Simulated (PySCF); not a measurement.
# Broadened absorption spectrum of silanethione

Compound: silanethione, H2SSi.
Z-matrix (Å and degrees, GFN2-xTB geometry), rows numbered from 1:
```
Si
S   1  1.9784
H   1  1.4538  2  125.45
H   1  1.4539  2  125.57  3   179.89
```

Method: PySCF 2.14.0, density-fitted response routines, TDDFT CAM-B3LYP/def2-SVPD, vertical, gas phase, core orbitals frozen in the response.

Broadening: Gaussians 0.4 eV wide at half height, area fixed by f = 4.319×10⁻⁹ ∫ε dν̃. The width is an assumption, not a result. The curve ends short of the highest state used, and states not computed would add to its high-energy end.

```json
{"E (eV)": "2.31", "ε (L mol⁻¹ cm⁻¹)": "0"}
{"E (eV)": "2.44", "ε (L mol⁻¹ cm⁻¹)": "0"}
{"E (eV)": "2.57", "ε (L mol⁻¹ cm⁻¹)": "0"}
{"E (eV)": "2.70", "ε (L mol⁻¹ cm⁻¹)": "0"}
{"E (eV)": "2.82", "ε (L mol⁻¹ cm⁻¹)": "0"}
{"E (eV)": "2.95", "ε (L mol⁻¹ cm⁻¹)": "0"}
{"E (eV)": "3.08", "ε (L mol⁻¹ cm⁻¹)": "0"}
{"E (eV)": "3.21", "ε (L mol⁻¹ cm⁻¹)": "0"}
{"E (eV)": "3.33", "ε (L mol⁻¹ cm⁻¹)": "0"}
{"E (eV)": "3.46", "ε (L mol⁻¹ cm⁻¹)": "0"}
{"E (eV)": "3.59", "ε (L mol⁻¹ cm⁻¹)": "0"}
{"E (eV)": "3.72", "ε (L mol⁻¹ cm⁻¹)": "0"}
{"E (eV)": "3.85", "ε (L mol⁻¹ cm⁻¹)": "0"}
{"E (eV)": "3.97", "ε (L mol⁻¹ cm⁻¹)": "0"}
{"E (eV)": "4.10", "ε (L mol⁻¹ cm⁻¹)": "5"}
{"E (eV)": "4.23", "ε (L mol⁻¹ cm⁻¹)": "73"}
{"E (eV)": "4.36", "ε (L mol⁻¹ cm⁻¹)": "556"}
{"E (eV)": "4.49", "ε (L mol⁻¹ cm⁻¹)": "2369"}
{"E (eV)": "4.61", "ε (L mol⁻¹ cm⁻¹)": "5373"}
{"E (eV)": "4.74", "ε (L mol⁻¹ cm⁻¹)": "7429"}
{"E (eV)": "4.87", "ε (L mol⁻¹ cm⁻¹)": "5718"}
{"E (eV)": "5.00", "ε (L mol⁻¹ cm⁻¹)": "2451"}
{"E (eV)": "5.12", "ε (L mol⁻¹ cm⁻¹)": "675"}
{"E (eV)": "5.25", "ε (L mol⁻¹ cm⁻¹)": "178"}
{"E (eV)": "5.38", "ε (L mol⁻¹ cm⁻¹)": "500"}
{"E (eV)": "5.51", "ε (L mol⁻¹ cm⁻¹)": "1583"}
{"E (eV)": "5.64", "ε (L mol⁻¹ cm⁻¹)": "2835"}
{"E (eV)": "5.76", "ε (L mol⁻¹ cm⁻¹)": "2889"}
{"E (eV)": "5.89", "ε (L mol⁻¹ cm⁻¹)": "1683"}
{"E (eV)": "6.02", "ε (L mol⁻¹ cm⁻¹)": "593"}
{"E (eV)": "6.15", "ε (L mol⁻¹ cm⁻¹)": "472"}
{"E (eV)": "6.28", "ε (L mol⁻¹ cm⁻¹)": "1593"}
{"E (eV)": "6.40", "ε (L mol⁻¹ cm⁻¹)": "3607"}
{"E (eV)": "6.53", "ε (L mol⁻¹ cm⁻¹)": "5142"}
{"E (eV)": "6.66", "ε (L mol⁻¹ cm⁻¹)": "4350"}
{"E (eV)": "6.79", "ε (L mol⁻¹ cm⁻¹)": "2331"}
```

Question: Where are the band maxima, and which computed states make them?

Answer: 261 nm (4.75 eV), ε about 7400, made up of S2 (100%); 217 nm (5.70 eV), ε about 3000, made up of S4 (100%); 189 nm (6.55 eV), ε about 5200, made up of S5 (92%) (ε in L mol⁻¹ cm⁻¹; maxima over ε = 5, shares over 10%). The states used: S1 2.91 eV (f 0.0000); S2 4.75 eV (f 0.110); S3 5.60 eV (f 0.0001); S4 5.70 eV (f 0.045); S5 6.53 eV (f 0.071); S6 6.75 eV (f 0.012); S7 6.85 eV (f 0.0000); S8 7.39 eV (f 0.0029).

Question: What would ε be at 4.75 eV, the highest of these maxima, with half the width (0.2 eV)?

Answer: About 14900 L mol⁻¹ cm⁻¹ against 7430, a factor of about 2.00; a lone state at its own centre would give exactly 2.

Question: On this curve, what absorbance would a 10⁻⁴ mol/L sample give at 222 nm over a 1 cm path?

Answer: 222 nm is 5.585 eV, where ε is about 2400 L mol⁻¹ cm⁻¹, so A = ε c l ≈ 0.24 (Beer–Lambert, with the gas-phase spectrum and the assumed width).

Question: Does any computed singlet lie in the visible range?

Answer: S1 lies in the visible range (380 to 750 nm), at 426 nm, dark in the vertical dipole picture (f under 0.0005); light of that wavelength is violet, and its complementary colour is yellow-green; a Tamm–Dancoff triplet lies at 476 nm, without intensity as long as spin–orbit coupling is left out.

On an Arm Neoverse V2 with one thread, shared host, this took 1.6 s.
